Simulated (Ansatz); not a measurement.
# Ir (Ir, fcc): the cost of one run

Computed with Ansatz 0.2.0 (DFT BLYP, plane waves (420 eV) with PAW, scalar-relativistic; the PAW data stem from PBE, with regenerated cores, unless a step says otherwise).

### 1 The starting structure

It takes space group Fm-3m (No. 225, cubic). The conventional cell has a = 3.839 Å, b = 3.839 Å, c = 3.839 Å, α = 90.00°, β = 90.00°, γ = 90.00°. Around Ir (site symmetry m-3m) lie 12 Ir at 2.71 Å.

Coordinates:

```cif
data_structure
_symmetry_space_group_name_H-M 'Fm-3m'
_symmetry_Int_Tables_number 225
_cell_length_a 3.8394
_cell_length_b 3.8394
_cell_length_c 3.8394
_cell_angle_alpha 90.000
_cell_angle_beta 90.000
_cell_angle_gamma 90.000
_cell_volume 56.60
loop_
_atom_site_label
_atom_site_type_symbol
_atom_site_symmetry_multiplicity
_atom_site_Wyckoff_symbol
_atom_site_fract_x
_atom_site_fract_y
_atom_site_fract_z
_atom_site_occupancy
Ir1 Ir 4 a 0.00000 0.00000 0.00000 1
```

The atoms start with moments of +1 μB.

### 2 Relaxation of the cell

input.yaml reads:

```yaml
crystal:
  lattice:
    - [0.0, 1.9197, 1.9197]
    - [1.9197, 0.0, 1.9197]
    - [1.9197, 1.9197, 0.0]
  atoms:
    - { symbol: Ir, position: [0.0, 0.0, 0.0], spin: 1.0 }
hamiltonian:
  xc: blyp
  pseudopotentials:
    kind: paw
    azcp:
      Ir: "pseudopotentials/Ir.paw.azcp"
basis:
  ecutwfc: 420
  fft_grid_basis: typed
kpoints:
  mp_grid: { grid: [14, 14, 14], shift: [0, 0, 0] }
magnetization:
  spin_polarized: true
scf:
  occupations: { method: fermi_dirac, width: 0.05 }
relax:
  max_steps: 60
  f_tol: 0.01
  cell: {}
```

What time and memory should one allow on 4 threads of an Arm CPU, shared host?

About 6 s, with a peak of 0.31 GiB.
